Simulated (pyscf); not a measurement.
Structures and frequencies: ωB97X-D3(BJ)/def2-SVP in PySCF. MP2 and CC: frozen core, UHF for open shells. ΔMP2 is the change of the MP2 total energy from the triple- to the quadruple-zeta basis.

### Question
PBE/def2-TZVP puts the barrier of HO–BH–OH → H₂O + HB=O (elimination; singlet surface; B–O, H–O broken, H–O formed) at 203.7 kJ/mol and the reaction energy at +185.6 kJ/mol, from the reactant's lowest minimum found. What do B3LYP-D3(BJ)/def2-TZVP, PBE0-D3(BJ)/def2-TZVP, CCSD(T)/def2-TZVPP + ΔMP2(QZVPP) give on the same structures?

### Answer
B3LYP-D3(BJ): ΔE‡ = 226.1 kJ/mol, ΔE = +186.2 kJ/mol; PBE0-D3(BJ): ΔE‡ = 224.1 kJ/mol, ΔE = +203.3 kJ/mol; CCSD(T): ΔE‡ = 230.9 kJ/mol, ΔE = +180.4 kJ/mol. PBE's barrier lies under all of them, by 20.4 to 27.2 kJ/mol. Its reaction energy lies among theirs. On the product side the descent ends in a complex, 19.7 kJ/mol under the separated species and 56.0 kJ/mol under the saddle at ωB97X-D3(BJ)/def2-TZVP. The products may also form a dative adduct at HB=O; it and routes through it were not searched. This is the saddle that the search found; another between the same sides may lie lower. The CCSD(T) − MP2 part came from Ansatz, without density fitting, on the same reference.
